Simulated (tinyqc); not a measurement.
FCI on RHF in the sto-3g basis, frozen core, for LiH, spin multiplicity 1, step by step. One step of it, computed by the program tinyqc.

Problem. Orthogonalisation. S = U s U^T; symmetric (Loewdin) form X = U s^(-1/2) U^T, so that X^T S X = 1.

overlap S:
```
           1Li 1s    1Li 2s   1Li 2px   1Li 2py   1Li 2pz     2H 1s
1Li 1s   1.000000  0.241137  0.000000  0.000000  0.000000  0.086180
1Li 2s   0.241137  1.000000  0.000000  0.000000  0.000000  0.425751
1Li 2px  0.000000  0.000000  1.000000  0.000000  0.000000  0.000000
1Li 2py  0.000000  0.000000  0.000000  1.000000  0.000000  0.000000
1Li 2pz  0.000000  0.000000  0.000000  0.000000  1.000000  0.533502
2H 1s    0.086180  0.425751  0.000000  0.000000  0.533502  1.000000
```

Give: eigenvalues of S; X.

Solution.

eigenvalues of S: 0.314  0.797  1.000  1.000  1.164  1.724

X:
```
         1Li 1s  1Li 2s  1Li 2px  1Li 2py  1Li 2pz   2H 1s
1Li 1s    1.023  -0.126    0.000    0.000   -0.001  -0.003
1Li 2s   -0.126   1.130    0.000    0.000    0.133  -0.314
1Li 2px   0.000   0.000    1.000    0.000    0.000   0.000
1Li 2py   0.000   0.000    0.000    1.000    0.000   0.000
1Li 2pz  -0.001   0.133    0.000    0.000    1.167  -0.392
2H 1s    -0.003  -0.314    0.000    0.000   -0.392   1.273
```
